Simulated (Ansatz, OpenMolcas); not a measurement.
C4H12N+ (tetramethylammonium): methods side by side

C4H12N+ has 17 atoms, charge +1, and is taken as a singlet. SMILES: `C[N+](C)(C)C`. The coordinates come from a PBE0-D4/def2-TZVP relaxation.

```xyz
17

C    -0.2341    0.5539   -1.3629
N     0.0000    0.0000    0.0000
C     1.3504    0.4096    0.4773
C    -0.0800   -1.4867   -0.0477
C    -1.0364    0.5233    0.9334
H    -0.1729    1.6399   -1.3185
H     0.5268    0.1657   -2.0378
H    -1.2227    0.2505   -1.7029
H     1.5129   -0.0001    1.4727
H     1.3993    1.4966    0.5097
H     2.1006    0.0238   -0.2108
H     0.0913   -1.8823    0.9519
H     0.6809   -1.8600   -0.7310
H    -1.0691   -1.7766   -0.3981
H    -0.8571    0.1142    1.9261
H    -2.0190    0.2187    0.5774
H    -0.9710    1.6096    0.9612
```

Each level gives the energy change with the N2–C3 bond stretched from 1.490 to 1.713 Å (eV). The values are calculated.

```tsv
level	kind	program	value (eV)	CPU time (all runs)
HF/6-31G* (spherical functions) (unrestricted)	Hartree–Fock	OpenMolcas	0.50	22 s
SVWN5/6-31G* (spherical functions) (restricted)	LDA	OpenMolcas	0.51	1.9 min
PBE/6-31G* (spherical functions) (restricted)	GGA	OpenMolcas	0.35	2.6 min
M06-L/6-31G* (spherical functions) (restricted)	meta-GGA	OpenMolcas	0.41	3.8 min
B3LYP/6-31G* (Cartesian functions) (restricted)	global hybrid	OpenMolcas	0.37	3.1 min
HSE06/6-31G* (spherical functions) (restricted)	range-separated hybrid	Ansatz	0.46	22 s
wB97X/6-31G* (spherical functions) (restricted)	range-separated hybrid	Ansatz	0.47	74 s
B2PLYP/6-31G* (spherical functions) (restricted)	double hybrid	Ansatz	0.40	29 s
CCSD/6-31G* (spherical functions) (restricted)	coupled cluster or CI	Ansatz	0.43	44 s
```

The first shape isn't each level's own minimum. The values span 0.35 to 0.51 eV. CPU times are rough (shared hosts, several kinds of processor and program).
